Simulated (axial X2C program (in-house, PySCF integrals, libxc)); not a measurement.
**Linear SiCO at several levels**

One table from this session's results is given with a row withheld; the runs are named, their logs left out.

The runs use an in-house X2C program for linear molecules on PySCF integrals; all-electron X2C, two-component (2c) or spin-free, Si dyall-v3z, C dyall-v3z, O dyall-av3z.

All values are calculated.

2 further runs of the same task are left out: 2 set aside as unsound or not needed.

Set-up of the first run:

Input file task.json:

```json
{"zs": [14, 6, 8], "q": 0, "bas": ["dyall-v3z", "dyall-v3z", "dyall-av3z"], "r0": [1.86, 1.15], "symm": 0, "scan": ["PBE0", "HF", "r2SCAN"], "levels": ["PBE0", "HF", "TPSSh"], "nst": 2}
```

Keys: zs atomic numbers; q charge; bas basis sets; r0 starting distance in Å; symm equal bonds; scan levels of the two-bond scan (MP2 follows by itself at each HF point); levels methods; nst determinants followed.

The run is started by

```bash
$ python solin.py task.json out
```

Masses Si 27.977, C 12.000, O 15.995 u.

Steps of the session up to this table: Scan at PBE0, 2c; Scan at HF, 2c; Scan at r2SCAN, 2c.

One table of the session follows, with a row left open; its other results are not shown here.

```
            level  r(Si–C) (Å)  r(C–O) (Å)  lower stretch (cm⁻¹)  upper stretch (cm⁻¹)
         PBE0, 2c        1.815       1.153                 586.7                2004.5
           HF, 2c        1.857       1.117                 462.3                2125.1
       r2SCAN, 2c            ?           ?                     ?                     ?
          MP2, 2c        1.827       1.161                 580.8                1992.4
  PBE0, spin-free        1.815       1.153                 586.9                2004.6
    HF, spin-free        1.857       1.117                 462.7                2125.1
r2SCAN, spin-free        1.814       1.159                 592.2                1973.9
   MP2, spin-free        1.827       1.161                 581.0                1992.4
```

Q: Estimate the row for r2SCAN, 2c from the others.

As computed: r(Si–C) (Å): 1.814; r(C–O) (Å): 1.159; lower stretch (cm⁻¹): 592.0; upper stretch (cm⁻¹): 1973.9.

Scans not shown above were run alike.

Caveats from the session: The molecule was held linear; bending was not examined, so a bent shape may lie lower.
